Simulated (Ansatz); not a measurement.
Relaxation of BClH5Si (8 atoms, charge 0, multiplicity 2), to a largest force component of 0.03 eV/Å in at most 50 steps.

The calculation used Ansatz, UKS PBE/6-31G*.

```xyz
8
Properties=species:S:1:pos:R:3:forces:R:3
B 0.004 0.093 -0.290 0.00 0.06 0.12
Cl -0.007 1.182 2.565 0.00 -0.26 0.20
H 1.080 -0.435 -0.210 0.03 -0.01 0.02
H -1.079 -0.423 -0.214 -0.03 -0.01 0.02
Si 0.001 0.074 4.369 -0.01 0.23 -0.31
H -0.768 -1.189 4.166 -0.01 -0.01 -0.04
H 1.418 -0.220 4.737 0.01 0.00 -0.02
H -0.648 0.919 5.418 0.00 0.00 -0.01
```

Question: Where does it end, and by what steps?

Answer: It converged. The force dipped under the threshold on the way, but the program's further checks kept it going. After 24 steps the energy has fallen by 1.002 eV; Cl2 moved furthest, 1.58 Å. Parted: Cl2–Si5 (2.12 → 4.02 Å). Joined: B1–Cl2 (3.06 → 1.75 Å).

| step | energy less start (eV) | largest force component (eV/Å) | accepted |
| --- | --- | --- | --- |
| 0 | 0.0000 | 0.306 | yes |
| 1 | -0.0635 | 0.175 | yes |
| 2 | -0.1409 | 0.380 | yes |
| 3 | -0.1802 | 0.445 | yes |
| 4 | -0.2720 | 0.560 | yes |
| 5 | -0.3041 | 1.063 | yes |
| 6 | -0.4269 | 0.521 | yes |
| 7 | -0.5907 | 0.768 | yes |
| 8 | -0.7109 | 1.490 | yes |
| 9 | -0.8402 | 0.666 | yes |
| 10 | -0.8986 | 0.654 | yes |
| 11 | -0.9725 | 0.389 | yes |
| 12 | -0.9554 | 0.447 | no |
| 13 | -0.9880 | 0.138 | yes |
| 14 | -0.9931 | 0.113 | yes |
| 15 | -0.9976 | 0.061 | yes |
| 16 | -0.9815 | 0.474 | no |
| 17 | -0.9994 | 0.013 | yes |
| 18 | -1.0000 | 0.102 | yes |
| 19 | -1.0004 | 0.062 | yes |
| 20 | -1.0011 | 0.004 | yes |
| 21 | -1.0017 | 0.049 | yes |
| 22 | -1.0019 | 0.069 | yes |
| 23 | -1.0021 | 0.037 | yes |
| 24 | -1.0023 | 0.017 | yes |

```xyz
8
Properties=species:S:1:pos:R:3
B 0.060 -0.033 0.177
Cl 0.113 1.502 1.020
H 1.104 -0.558 -0.096
H -1.016 -0.489 -0.094
Si -0.157 0.225 4.825
H -0.979 -0.654 3.927
H 1.305 0.089 4.515
H -0.430 -0.082 6.269
```

Whether the end is a true minimum wasn't checked by a vibrational analysis.

Run time: 75 s on 1 thread of Intel(R) Xeon(R) Platinum 8259CL CPU @ 2.50GHz (Skylake/Cascade Lake), on a shared host, peak memory 0.17 GiB.
